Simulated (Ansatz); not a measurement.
This Ansatz (a program for electronic structure) input (PBE/def2-TZVPPD) gives -1.16613 Eh with 34 basis functions. A basis named .json is the Basis Set Exchange file of that set (core-valence sets with the plain set on hydrogen).

Ansatz 0.2 input:
```yaml
crystal:
  periodic: [false, false, false]
  atoms:
    - {symbol: H, position_ang: [-0.00000000, -0.00000000, -0.37201156]}
    - {symbol: H, position_ang: [0.00000000, 0.00000000, 0.37201156]}
basis:
  gaussian:
    orbitals: def2-TZVPPD.json
hamiltonian:
  xc: {name: PBE}
magnetization: {spin_polarized: false}
```

Change:
```diff
- orbitals: def2-TZVPPD.json
+ orbitals: pcseg-4.json
```

### Question
What does the run give now?

### Answer
-1.16672 Eh (PBE/pcseg-4, 122 functions), a change of -0.59 mEh.
